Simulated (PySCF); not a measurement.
Species: difluoroacetate, C₂HF₂O₂ (charge -1).
Bonds: O1–C2 (double), C2–O3, C2–C4, C4–F5, C4–F6. Hydrogens: H7 on C4.

Torsions of this conformer, `[O:1]=[C:2]([O-:3])[CH:4]([F:5])[F:6]`: O1–C2–C4–F5 120°.

The closed-shell ground state was solved at several levels (PySCF, density fitting, gas phase, non-relativistic). Isolated species at its GFN2-xTB geometry (one conformer only). No diffuse functions stand in pcJ-1 and pcSseg-1, which bears on an anion's orbital energies.

```json
{"level": "B3LYP/pcJ-1", "basis functions": "172", "HOMO (eV)": "-1.21", "LUMO (eV)": "6.15", "gap (eV)": "7.36"}
{"level": "PBE0/pcSseg-1", "basis functions": "107", "HOMO (eV)": "-1.47", "LUMO (eV)": "6.39", "gap (eV)": "7.86"}
{"level": "PBE0/def2-SVPD", "basis functions": "140", "HOMO (eV)": "-2.03", "LUMO (eV)": "4.75", "gap (eV)": "6.78"}
```

(1) What might CAM-B3LYP/def2-SVPD (140 basis functions) give for the same quantities?

(2) Over all these levels, which gives the widest orbital gap and which the narrowest?

## Answers

(1) HOMO -3.57 eV, LUMO 5.26 eV, gap 8.83 eV.

(2) CAM-B3LYP/def2-SVPD (range-separated hybrid) has the widest, 8.83 eV, and PBE0/def2-SVPD (global hybrid, 25 % exact exchange) the narrowest, 6.78 eV. The two share the basis. From the narrowest to the widest the HOMO moves by -1.54 eV and the LUMO by +0.51 eV.
